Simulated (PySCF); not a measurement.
# Frontier levels across methods

Compound: C4H4F2.
Geometry (PBE0-D3(BJ)/def2-SVP, Å), atoms numbered from 1 in this order:
```
atom  x, y, z in Å
C1     1.8594   -0.3130    0.1185
C2     0.6111   -0.2480   -0.3648
C3    -0.5274    0.2402    0.3893
C4    -1.7684    0.3014   -0.0980
F5    -2.1200   -0.0723   -1.3039
F6    -2.8072    0.7427    0.5654
H7     2.6853   -0.6861   -0.4907
H8     2.0943    0.0048    1.1387
H9     0.4155   -0.5762   -1.3912
H10   -0.3937    0.5850    1.4165
```

Basis pcSseg-2 throughout (PySCF), one geometry. The structure is a single PBE0-D3(BJ)/def2-SVP conformer in the gas phase; no vibrational or solvent corrections.

Problem. How do the orbital energies, the gap and the dipole change with the method?

Solution. 
| method | kind | HOMO (eV) | LUMO (eV) | gap (eV) | μ (D) | SCF cycles |
| --- | --- | --- | --- | --- | --- | --- |
| BLYP | GGA | -5.54 | -1.61 | 3.93 | 0.77 | 17 |
| B97-D | GGA | -5.62 | -1.63 | 3.99 | 0.75 | 16 |
| OPBE | GGA | -5.62 | -1.60 | 4.02 | 0.63 | 16 |
| KT2 | GGA | -5.68 | -1.68 | 4.00 | 0.77 | 17 |
| PBE | GGA | -5.68 | -1.73 | 3.95 | 0.71 | 16 |
| KT3 | GGA | -5.69 | -1.66 | 4.02 | 0.77 | 16 |
| BP86 | GGA | -5.77 | -1.81 | 3.96 | 0.71 | 15 |
| LDA | LDA | -5.90 | -1.99 | 3.91 | 0.81 | 16 |
| B97-2 | global hybrid | -6.50 | -0.85 | 5.65 | 0.91 | 14 |
| B3LYP | global hybrid | -6.56 | -1.05 | 5.51 | 0.96 | 14 |
| PBE0 | global hybrid | -6.75 | -0.81 | 5.94 | 0.92 | 14 |
| mPW1PW91 | global hybrid | -6.77 | -0.83 | 5.94 | 0.94 | 14 |
| BHandHLYP | global hybrid | -7.69 | 0.23 | 7.92 | 1.16 | 13 |
| CAM-B3LYP | range-separated hybrid | -8.02 | 0.25 | 8.28 | 1.05 | 13 |
| wB97X-D | range-separated hybrid | -8.50 | 0.95 | 9.45 | 0.94 | 14 |
| HF | Hartree–Fock | -9.01 | 2.81 | 11.81 | 1.24 | 11 |
| LC-wPBE | range-separated hybrid | -9.30 | 1.38 | 10.68 | 1.02 | 13 |

The HOMO spans 3.76 eV, from BLYP down to LC-wPBE, and the gap runs from 3.91 eV (LDA) to 11.81 eV (HF). Over the methods BLYP (0 %), B97-D (0 %), OPBE (0 %), KT2 (0 %), PBE (0 %), KT3 (0 %), BP86 (0 %), LDA (0 %), B97-2 (21 %), B3LYP (20 %), PBE0 (25 %), mPW1PW91 (25 %), BHandHLYP (50 %), HF (100 %), a straight line through the gap against the share of exact exchange rises by 0.78 eV for each 10 % (correlation coefficient 1.000). The dipole ranges from 0.63 D (OPBE) to 1.24 D (HF). This basis has no diffuse functions.
